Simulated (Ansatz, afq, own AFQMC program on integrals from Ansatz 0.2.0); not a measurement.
## Where AFQMC and coupled cluster stand for MgCl⁻, triplet

```tsv
atom	x (Å)	y (Å)	z (Å)
Cl	0.0000	0.0000	0.0000
Mg	0.0000	0.0000	7.8450
```

Basis aug-cc-pVDZ. Only valence electrons are correlated. AFQMC by an in-house program on the Cholesky factors that Ansatz 0.2.0 writes for its CCSD(T) run. The CISD trial takes its coefficients from CCSD amplitudes. Released means that phaseless walkers are propagated on without the constraint, phases kept. Uncertainties: one standard error, sampling alone.

Determinant: UHF, the one that the program's search chose, which needn't be the lowest solution. The geometry is a point of a scan.

No full CI on the walks' own integrals is used here; CCSDT(Q) serves as the reference and is uncertain by about the last step of the cluster series.

Cautions: lower spins were not checked; the ph-AFQMC/CISD walk drifts between its halves (2.6 errors).

```
T1 diagnostic                               : 0.0091
weight of the determinant in the CISD state : 0.916
⟨S²⟩ of the determinant                     : 2.000
size of the correlated space                : 10 electrons in 44 orbitals
```

Reference: CCSDT(Q), correlation energy -4.882 eV. The released energy is read at 0.99 1/Eh, later times being too noisy (meV from the phaseless value at times in 1/Eh: -19 ± 10 at 0.24, -18 ± 8 at 0.51, -4 ± 9 at 0.99, -27 ± 16 at 1.62, -27 ± 16 at 2.40).

```tsv
level	E − E(reference) (kcal/mol)	share of correlation (%)
HF	112.58	0.00
MP2	11.47	89.81
CCSD	3.02	97.32
CCSD(T)	0.43	99.62
CCSDT	0.23	99.79
ph-AFQMC/CISD	0.36 ± 0.18	99.68
released AFQMC	0.26 ± 0.22	99.77
```

A walk keeps the symmetry of its determinant, which the program's search chose and which needn't be the lowest solution, so a lower state of the same spin and another symmetry isn't excluded. Released energies are given only where the last usable release times agree within the noise; a slower fall can still hide under it.
